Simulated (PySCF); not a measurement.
# Si2H6: a look at the electrons

Aim: take Si2H6 and analyse its density (charges, bond critical points, surface potential), see where an electron leaves and enters and measure its response to a uniform field.

Method: levels as typed in each script, gas phase, geometry from GFN2-xTB; program: PySCF 2.14.0.

### 1 Where the work starts

SMILES `[SiH3][SiH3]`, 8 atoms, charge 0, spin multiplicity 1.

Bond lengths: Si1–Si2 2.305 Å, Si1–H3 1.465 Å, Si1–H4 1.469 Å, Si1–H5 1.465 Å, Si2–H6 1.465 Å, Si2–H7 1.465 Å, Si2–H8 1.465 Å. Angles: Si2–Si1–H3 112.6°, Si2–Si1–H4 112.3°, Si2–Si1–H5 112.6°, H3–Si1–H4 106.5°, H3–Si1–H5 106.2°, H4–Si1–H5 106.3°, Si1–Si2–H6 112.6°, Si1–Si2–H7 112.6°, Si1–Si2–H8 112.6°, H6–Si2–H7 106.2°, H6–Si2–H8 106.2°, H7–Si2–H8 106.2°.

Coordinates:

```tsv
atom	x (Å)	y (Å)	z (Å)
Si1	-1.1527	0.0003	-0.0001
Si2	1.1525	0.0001	0.0001
H3	-1.7147	0.9302	-0.9832
H4	-1.7103	-1.3225	-0.3124
H5	-1.7150	0.3867	1.2967
H6	1.7147	1.3170	0.3108
H7	1.7147	-0.3895	-1.2958
H8	1.7144	-0.9276	0.9853
```

### 2 Density, bond paths and surface potential (wB97X/def2-tzvp)

input.py

```python
import numpy as np
from pyscf import gto, scf, dft
from pyscf.scf import atom_ks, atom_hf
from scipy.linalg import block_diag

def solve(mol, dm0=None, hcore=None):
    mf = (dft.UKS if mol.spin else dft.RKS)(mol, xc='wb97x')
    mf.grids.level = 3
    mf = mf.density_fit(auxbasis='def2-universal-jkfit')
    mf.conv_tol, mf.max_cycle = 1e-8, 80
    if hcore is not None:
        mf.get_hcore = lambda *args: hcore
    mf.kernel(dm0)
    if not mf.converged:
        mf = mf.newton().run(mf.mo_coeff, mf.mo_occ, max_cycle=30)
    assert mf.converged, 'SCF not converged'
    return mf

mol = gto.M(atom='''
Si    -1.15275     0.00032    -0.00015
Si     1.15247     0.00009     0.00005
H     -1.71471     0.93015    -0.98325
H     -1.71027    -1.32251    -0.31237
H     -1.71496     0.38672     1.29666
H      1.71471     1.31697     0.31083
H      1.71468    -0.38949    -1.29580
H      1.71443    -0.92765     0.98535
''', basis='def2-tzvp', charge=0, spin=0, verbose=4)
mf = solve(mol)
mf.analyze()
# spherically averaged free atoms, for the promolecule
atm = atom_ks.get_atm_nrks(mol, xc='wb97x')
pro = block_diag(*[(atm[a[0]][2] * atm[a[0]][3]) @ atm[a[0]][2].T for a in mol._atom])
np.savez('result.npz', e=mf.e_tot, c=mf.mo_coeff, occ=mf.mo_occ, eps=mf.mo_energy, pro=pro, dip=mf.dip_moment(verbose=0), s2=mf.spin_square()[0])
```

Launch:

```
$ OMP_NUM_THREADS=1 python input.py
```

### 4 Removing and adding an electron (wB97X/def2-tzvp)

input.py: that of step 2 with these lines changed.

```diff
@@ -29,3 +29,12 @@
 mf = solve(mol)
-mf.analyze()
+out = dict(e0=mf.e_tot, dm0=mf.make_rdm1(), c=mf.mo_coeff, occ=mf.mo_occ, eps=mf.mo_energy)
+for name, dq, spin in [('cation', 1, 1)]:
+    ion = mol.copy().set(charge=mol.charge + dq, spin=spin).build()
+    mi = solve(ion)
+    if spin and dq > 0 and mol.nao < 130:
+        c, _, stable, _ = mi.stability(return_status=True)
+        if not stable:
+            mi = solve(ion, mi.make_rdm1(c, mi.mo_occ))
+    print(name, 'vertical energy change / eV', (mi.e_tot - mf.e_tot) * 27.211386)
+    out.update({'e_' + name: mi.e_tot, 'dm_' + name: mi.make_rdm1(), 's2_' + name: mi.spin_square()[0], 'eps_' + name: mi.mo_energy, 'occ_' + name: mi.mo_occ})
 # spherically averaged free atoms, for the promolecule
@@ -33,2 +42,2 @@
 pro = block_diag(*[(atm[a[0]][2] * atm[a[0]][3]) @ atm[a[0]][2].T for a in mol._atom])
-np.savez('result.npz', e=mf.e_tot, c=mf.mo_coeff, occ=mf.mo_occ, eps=mf.mo_energy, pro=pro, dip=mf.dip_moment(verbose=0), s2=mf.spin_square()[0])
+np.savez('result.npz', pro=pro, **out)
```

### 6 Response to an electric field (wB97X/def2-tzvp)

input.py

```python
import numpy as np
from pyscf import gto, scf, dft
from pyscf.scf import atom_ks, atom_hf
from scipy.linalg import block_diag

def solve(mol, dm0=None, hcore=None):
    mf = (dft.UKS if mol.spin else dft.RKS)(mol, xc='wb97x')
    mf.grids.level = 3
    mf = mf.density_fit(auxbasis='def2-universal-jkfit')
    mf.conv_tol, mf.max_cycle = 1e-8, 80
    if hcore is not None:
        mf.get_hcore = lambda *args: hcore
    mf.kernel(dm0)
    if not mf.converged:
        mf = mf.newton().run(mf.mo_coeff, mf.mo_occ, max_cycle=30)
    assert mf.converged, 'SCF not converged'
    return mf

mol = gto.M(atom='''
Si    -1.15275     0.00032    -0.00015
Si     1.15247     0.00009     0.00005
H     -1.71471     0.93015    -0.98325
H     -1.71027    -1.32251    -0.31237
H     -1.71496     0.38672     1.29666
H      1.71471     1.31697     0.31083
H      1.71468    -0.38949    -1.29580
H      1.71443    -0.92765     0.98535
''', basis='def2-tzvp', charge=0, spin=0, verbose=4)
field = np.array([0.004, 0.0, 0.0])  # atomic units
mol.set_common_orig(mol.atom_charges() @ mol.atom_coords() / mol.atom_charges().sum())
mf = solve(mol)
out = dict(dm0=mf.make_rdm1(), d0=mf.dip_moment(unit='AU'), e0=mf.e_tot)
for name, sign in (('p', 1), ('m', -1)):
    h = mf.get_hcore() + sign * np.einsum('x,xij->ij', field, mol.intor('int1e_r'))
    mi = solve(mol, mf.make_rdm1(), h)
    out.update({'dm' + name: mi.make_rdm1(), 'd' + name: mi.dip_moment(unit='AU'), 'e' + name: mi.e_tot})
# spherically averaged free atoms, for the promolecule
atm = atom_ks.get_atm_nrks(mol, xc='wb97x')
pro = block_diag(*[(atm[a[0]][2] * atm[a[0]][3]) @ atm[a[0]][2].T for a in mol._atom])
np.savez('result.npz', pro=pro, **out)
```

(Steps that only read results are left out.)

**Question.** What will these runs give? Wanted: dipole moment; HOMO, LUMO; vertical ionisation energy; polarisability along the field.

As calculated:

| quantity | value |
| --- | --- |
| dipole moment (wB97X/def2-tzvp) | 0.01 D |
| HOMO, LUMO (wB97X/def2-tzvp) | -11.00, 2.21 eV |
| vertical ionisation energy (wB97X/def2-tzvp) | 10.91 eV |
| polarisability along the field (wB97X/def2-tzvp) | 67.3 bohr³ |

What this shows: At wB97X/def2-tzvp: The highest Hirshfeld charge is on Si1 and Si2 (+0.23 e), the lowest on H3, H4, H5, H6, H7 and H8 (−0.08 e). The ionisation energy from two SCF runs, 10.91 eV, lies 0.1 eV below −ε(HOMO) = 11.00 eV of the same level, wB97X/def2-tzvp. All values hold at the given geometry, in the gas phase.
